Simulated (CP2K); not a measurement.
**Two attempts at SiH4S2 (Si(SH)2H2)**

Wanted: energy and gradient of SiH4S2 (Si(SH)2H2), AM1.

The calculation is run with CP2K 2026.2.

1 further run of the same task is left out (set aside as unsound or not needed).

### Step 1. The molecule

SiH4S2: 7 atoms, total charge 0, spin state singlet. SMILES: `[H][Si]([H])(S)S`. Geometry: relaxed at GFN2-xTB. This is one conformer, not always the lowest.

Bond lengths: Si1–S2 2.149 Å, Si1–S4 2.149 Å, S2–H3 1.326 Å, S4–H5 1.326 Å, Si1–H6 1.449 Å, Si1–H7 1.449 Å. Angles: S2–Si1–S4 111.0°, Si1–S2–H3 97.0°, S2–Si1–H6 110.7°, S2–Si1–H7 104.1°, S4–Si1–H6 104.1°, S4–Si1–H7 110.7°, Si1–S4–H5 97.0°, H6–Si1–H7 116.4°.

### Step 2. The input as first written

Input file job.inp:

```
&GLOBAL
    PROJECT job
    RUN_TYPE ENERGY_FORCE
    PRINT_LEVEL MEDIUM
&END GLOBAL

&FORCE_EVAL
    METHOD Quickstep
    &DFT
        CHARGE 1
        &QS
            METHOD AM1
            EPS_DEFAULT 1.0E-10
            &SE
                &COULOMB
                    CUTOFF [angstrom] 50
                    RC_RANGE [angstrom] 0
                &END COULOMB
                &EXCHANGE
                    CUTOFF [angstrom] 50
                    RC_RANGE [angstrom] 0
                &END EXCHANGE
            &END SE
        &END QS
        # no periodic images
        &POISSON
            PERIODIC NONE
            POISSON_SOLVER ANALYTIC
        &END POISSON
        &SCF
            SCF_GUESS ATOMIC
            EPS_SCF 1.0E-07
            MAX_SCF 80
            ADDED_MOS 4
            &DIAGONALIZATION
                ALGORITHM STANDARD
            &END DIAGONALIZATION
            &MIXING
                METHOD DIRECT_P_MIXING
                ALPHA 0.4
            &END MIXING
        &END SCF
        &PRINT
            &MOMENTS
                PERIODIC F
                REFERENCE COM
                MAX_MOMENT 1
            &END MOMENTS
            &MO ON
                ENERGIES T
                OCCUPATION_NUMBERS T
                NDIGITS 6
                &EACH
                    QS_SCF 0
                &END EACH
                ADD_LAST NUMERIC
            &END MO
            &HIRSHFELD OFF
            &END HIRSHFELD
        &END PRINT
    &END DFT
    # structure
    &SUBSYS
        # vacuum box
        &CELL
            ABC 11.2 10.5 11.1
            PERIODIC NONE
        &END CELL
        &COORD
            Si    -0.583400     0.014250    -0.409250
            S     -0.603500     0.007430     1.739450
            H      0.303320     0.958540     1.913240
            S      1.430050    -0.028830    -1.160560
            H      1.870060    -1.011260    -0.387070
            H     -1.124790     1.256010    -0.923000
            H     -1.291740    -1.196140    -0.772830
        &END COORD
        &TOPOLOGY
            &CENTER_COORDINATES
            &END CENTER_COORDINATES
        &END TOPOLOGY
    &END SUBSYS
    # extra output
    &PRINT
        &FORCES ON
        &END FORCES
    &END PRINT
&END FORCE_EVAL
```

Launch:

```console
$ OMP_NUM_THREADS=1 cp2k.psmp -i job.inp > job.out 2>&1
```

The log of the run:

```text
CP2K| version string:                                       CP2K version 2026.2
 CP2K| Input file name                                                   job.inp

 GLOBAL| Basis set file name                                           BASIS_SET
 GLOBAL| Potential file name                                           POTENTIAL
 GLOBAL| Coordinate file name                                      __STD_INPUT__
 GLOBAL| Method name                                                        CP2K
 GLOBAL| Project name                                                        job
 GLOBAL| Run type                                                   ENERGY_FORCE
 GLOBAL| FFT library                                                       FFTW3
 GLOBAL| Diagonalization library                                       ScaLAPACK
 GLOBAL| Global print level                                               MEDIUM
 GLOBAL| Total number of message passing processes                             1
 GLOBAL| Number of threads for this process                                    1
 GLOBAL| CPU model name                                                  UNKNOWN

 CELL| Volume [angstrom^3]:                                          1305.360000
 CELL| Vector a [angstrom]:      11.200     0.000     0.000   |a| =    11.200000
 CELL| Vector b [angstrom]:       0.000    10.500     0.000   |b| =    10.500000
 CELL| Vector c [angstrom]:       0.000     0.000    11.100   |c| =    11.100000
 CELL| Angle (b,c), alpha [degree]:                                    90.000000
 CELL| Angle (a,c), beta  [degree]:                                    90.000000
 CELL| Angle (a,b), gamma [degree]:                                    90.000000
 CELL| Numerically orthorhombic:                                             YES
 CELL| Periodicity                                                          NONE

 GENERATE|  Preliminary Number of Bonds generated:                             0
 GENERATE|  Achieved consistency in connectivity generation.

                                   2008 - 2015

 SEMIEMPIRICAL|                             Coulomb Integral cutoff/taper values
 SEMIEMPIRICAL| Cutoff [a.u.]                                             94.486
 SEMIEMPIRICAL| Taper  [a.u.]                                             94.486
 SEMIEMPIRICAL| Range  [a.u.]                                              0.000

 SEMIEMPIRICAL|                            Exchange Integral cutoff/taper values
 SEMIEMPIRICAL| Cutoff [a.u.]                                             94.486
 SEMIEMPIRICAL| Taper  [a.u.]                                             94.486
 SEMIEMPIRICAL| Range  [a.u.]                                              0.000

 *******************************************************************************
 *   ___                                                                       *
 *  /   \                                                                      *
 * [ABORT]                                                                     *
 *  \___/            Use the LSD option for an odd number of electrons         *
 *    |                                                                        *
 *  O/|                                                                        *
 * /| |                                                                        *
 * / \                                                   qs_environment.F:2033 *
 *******************************************************************************

 ===== Routine Calling Stack =====

            2 qs_init_subsys
            1 CP2K

Program received signal SIGABRT: Process abort signal.

Backtrace for this error:
#0  0x5356cb41f957 in ???
#1  0x5356ebcd4cac in __pthread_kill_implementation
#2  0x5356ebc7bfb7 in raise
#3  0x5356ebc65d37 in abort
#4  0x5356cbaf2d83 in ???
#5  0x5356cbaf4297 in ???
#6  0x5356cbaf4497 in ???
#7  0x5356cb6c2323 in ???
#8  0x5356cb6c5af3 in ???
#9  0x5356cb4c546f in ???
#10  0x5356cbda6783 in ???
#11  0x5356cbda9d0b in ???
#12  0x5356cb4c0db3 in ???
#13  0x5356cb4bef13 in ???
#14  0x5356ebc66573 in __libc_start_call_main
#15  0x5356ebc66657 in __libc_start_main_impl
#16  0x5356cb4bf06f in ???
#17  0xffffffffffffffff in ???
```

It took 0.18 s on 1 thread of Arm Neoverse V2, shared host.

### Step 3. What went wrong

The run ended with an error.

The telling line is `\___/            Use the LSD option for an odd number of electrons`. Cause: the electron count doesn't fit the spin or reference typed: an even count needs an odd multiplicity, an odd count an even one. To mend it: charge 0 in place of 1. That is the species meant; for the charge typed, the multiplicity would have to change.

### Step 4. Try two

Input file run.inp:

```
&FORCE_EVAL
  METHOD QUICKSTEP
  &DFT
    &QS
      METHOD AM1
      EPS_DEFAULT 1.0E-10
      &SE
        &COULOMB
          CUTOFF [angstrom] 50
          RC_RANGE [angstrom] 0
        &END
        &EXCHANGE
          CUTOFF [angstrom] 50
          RC_RANGE [angstrom] 0
        &END
      &END
    &END
    &POISSON
      PERIODIC NONE
      POISSON_SOLVER ANALYTIC
    &END
    &SCF
      SCF_GUESS ATOMIC
      EPS_SCF 1.0E-07
      MAX_SCF 80
      ADDED_MOS 4
      &DIAGONALIZATION
        ALGORITHM STANDARD
      &END
      &MIXING
        METHOD DIRECT_P_MIXING
        ALPHA 0.4
      &END
    &END
    &PRINT
      &MOMENTS
        PERIODIC F
        REFERENCE COM
        MAX_MOMENT 1
      &END
      &MO ON
        ENERGIES T
        OCCUPATION_NUMBERS T
        NDIGITS 6
        &EACH
          QS_SCF 0
        &END
        ADD_LAST NUMERIC
      &END
      &HIRSHFELD OFF
      &END
    &END
  &END
  &SUBSYS
    &CELL
      ABC 11.2 10.5 11.1
      PERIODIC NONE
    &END
    &COORD
      Si    -0.583400     0.014250    -0.409250
      S     -0.603500     0.007430     1.739450
      H      0.303320     0.958540     1.913240
      S      1.430050    -0.028830    -1.160560
      H      1.870060    -1.011260    -0.387070
      H     -1.124790     1.256010    -0.923000
      H     -1.291740    -1.196140    -0.772830
    &END
    &TOPOLOGY
      &CENTER_COORDINATES
      &END
    &END
  &END
  &PRINT
    &FORCES ON
    &END
  &END
&END
&GLOBAL
  PROJECT run
  RUN_TYPE ENERGY_FORCE
  PRINT_LEVEL MEDIUM
&END
```

Launch:

```console
$ OMP_NUM_THREADS=1 cp2k.psmp -i run.inp -o run.out
```

The log of the run:

```text
CP2K| version string:                                       CP2K version 2026.2
[...]
 GLOBAL| Method name                                                        CP2K
[...]
 GLOBAL| Run type                                                   ENERGY_FORCE
[...]
                             - Atoms:                                          7
[...]
                             - Spherical basis functions:                     16
[...]
 Number of electrons:                                                         20
[...]
     1 P_Mix/Diag. 0.40E+00    0.0     0.69735262       -16.7139252080 -1.67E+01
[...]
    23 DIIS/Diag.  0.51E-07    0.0     0.00000007       -19.3819991913 -8.88E-14
  *** SCF run converged in    23 steps ***
  Core-core repulsion energy [eV]:                            804.16089589654950
  Core Hamiltonian energy [eV]:                              -831.02293031498027
  Two-electron integral energy [eV]:                        -1001.09797096964212
  Electronic energy [eV]:                                   -1331.57191579980145
  Total energy [eV]:                                         -527.41101990325183
  Atomic reference energy [eV]:                               527.54824899312575
  Heat of formation [kcal/mol]:                                 3.16457824169326
[...]
 SE_DIPOLE| Moment [Debye]         -0.04109071      -0.00200958      -0.03552278
 SE_DIPOLE| Derivative [a.u.]       0.00000000       0.00000000       0.00000000
 ENERGY| Total FORCE_EVAL ( QS ) energy [hartree]            -19.381999191348672
 FORCES| Atomic forces [hartree/bohr]
 FORCES|   Atom     x               y               z               |f|
 FORCES|      1 -2.23396987E-02  5.77844081E-04 -1.57869717E-02   2.73610036E-02
 FORCES|      2 -3.04698374E-04 -1.99290171E-03  3.27114425E-02   3.27735102E-02
 FORCES|      3 -1.80348467E-04  2.78223313E-03  3.11424406E-03   4.17993575E-03
 FORCES|      4  3.05931927E-02  1.22544865E-03 -1.13372008E-02   3.26493076E-02
 FORCES|      5  2.79578599E-03 -2.85272979E-03 -1.29688363E-03   4.19957066E-03
 FORCES|      6 -4.14515376E-03  2.86231393E-03 -5.23103009E-03   7.26214958E-03
 FORCES|      7 -6.41907938E-03 -2.60220829E-03 -2.17360034E-03   7.25951834E-03
 FORCES| Sum     2.77555756E-16 -2.77555756E-17 -2.22044605E-16
 FORCES| Total atomic force                                       3.56526824E-16
[...]
```

Run time: 0.22 s. Hardware: 1 thread of Arm Neoverse V2, shared host.

### Step 5. Summary of results

Level: AM1.

```
                                 quantity         value
                             total energy  -19.38200 Eh
                            dipole moment        0.05 D
                              HOMO energy      -9.87 eV
                              LUMO energy      -1.95 eV
                            HOMO–LUMO gap       7.93 eV
heat of formation at this unrelaxed shape  3.2 kcal/mol
                 largest force on an atom    1.685 eV/Å
```

What this shows: The largest force is 1.69 eV/Å: the shape isn't a stationary point for this species at this level.
